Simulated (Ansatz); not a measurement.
The inner images of a band of CH2AlSi (5 atoms, charge 0, multiplicity 2) are given out of order.

Computed with UKS PBE-D4/def2-SVP in Ansatz 0.2.0.

Initial state:

```xyz
5
Properties=species:S:1:pos:R:3
Al -1.489 -0.185 -0.600
C 0.129 0.137 0.149
Si 1.764 -0.409 0.209
H -3.034 0.019 -0.912
H 2.631 0.438 1.154
```

Final state:

```xyz
5
Properties=species:S:1:pos:R:3
Al -0.869 -0.192 -0.420
C 0.814 0.209 0.414
Si 1.311 -1.188 -0.551
H -2.406 0.195 -0.577
H 1.151 0.976 1.134
```

Put them in order from the first end to the last, with their energies above the first end.
A.
```xyz
5
Properties=species:S:1:pos:R:3
Al -1.044 -0.343 -0.723
C 0.659 -0.019 0.198
Si 2.142 -0.807 -0.167
H -2.417 0.446 -0.334
H 0.661 0.723 1.026
```
B.
```xyz
5
Properties=species:S:1:pos:R:3
Al -0.887 -0.375 -0.593
C 0.745 0.126 0.337
Si 1.670 -1.109 -0.437
H -2.290 0.405 -0.363
H 0.762 0.954 1.056
```
C.
```xyz
5
Properties=species:S:1:pos:R:3
Al -1.180 -0.236 -0.765
C 0.570 -0.072 0.072
Si 2.251 -0.440 0.031
H -2.679 0.297 -0.404
H 1.038 0.451 1.066
```
D.
```xyz
5
Properties=species:S:1:pos:R:3
Al -1.435 -0.211 -0.749
C 0.260 -0.119 -0.113
Si 1.963 -0.322 0.079
H -2.965 0.179 -0.592
H 2.177 0.473 1.376
```
E.
```xyz
5
Properties=species:S:1:pos:R:3
Al -1.324 -0.208 -0.795
C 0.428 -0.183 -0.189
Si 2.135 -0.335 0.071
H -2.791 0.275 -0.390
H 1.553 0.450 1.304
```

D (+0.078 eV), E (+0.247 eV), C (-0.665 eV), A (-1.039 eV), B (-1.463 eV).

Time of the run: 4.3 min on 1 thread of Arm Neoverse N1, on a shared host, peak memory 0.12 GiB.
